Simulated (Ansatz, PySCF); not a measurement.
This Ansatz (a first-principles code) input computes a r2SCAN/def2-TZVPD energy:

Ansatz 0.2 input:
```yaml
crystal:
  periodic: [false, false, false]
  atoms:
    - {symbol: C, position_ang: [0.05713489, 0.62201518, 0.05144694]}
    - {symbol: N, position_ang: [-0.00528734, -0.81344612, 0.05212403]}
    - {symbol: H, position_ang: [-0.94857585, 1.06891843, 0.03510111]}
    - {symbol: H, position_ang: [-0.51054075, -1.09359063, -0.79570070]}
    - {symbol: H, position_ang: [0.58587122, 0.98412688, 0.93348780]}
    - {symbol: H, position_ang: [0.56744742, 1.00257708, -0.84643810]}
basis:
  gaussian:
    orbitals: def2-TZVPD
hamiltonian:
  xc: {name: r2SCAN}
magnetization: {spin_polarized: true, initial_magnetization: 1}
output: {forces: true}
```

Q: Write an input for the same energy in PySCF and say what it gives.

A: 
```python
from pyscf import gto, scf, dft

mol = gto.M(
    atom='''
    C     0.05713489    0.62201518    0.05144694
    N    -0.00528734   -0.81344612    0.05212403
    H    -0.94857585    1.06891843    0.03510111
    H    -0.51054075   -1.09359063   -0.79570070
    H     0.58587122    0.98412688    0.93348780
    H     0.56744742    1.00257708   -0.84643810
    ''',
    basis='def2-tzvpd',
    charge=0,
    spin=1,
    verbose=4,
)

mf = dft.UKS(mol, xc='r2scan').density_fit(auxbasis='def2-universal-jkfit')
mf.grids.level = 4
mf.conv_tol = 1e-9
mf.max_cycle = 100
mf.max_memory = 1500
mf.kernel()
if not mf.converged:
    mf = mf.newton()
    mf.kernel(mf.make_rdm1())
for _ in range(2):
    mo, _, stable, _ = mf.stability(return_status=True)
    if stable:
        break
    mf.kernel(mf.make_rdm1(mo, mf.mo_occ))
mf.analyze()
```
It gives -95.17274 Eh, and Ansatz -95.17268 Eh, a difference of 0.06 mEh, from the treatment of integrals and grids.

It need not be the lowest isomer of its formula.
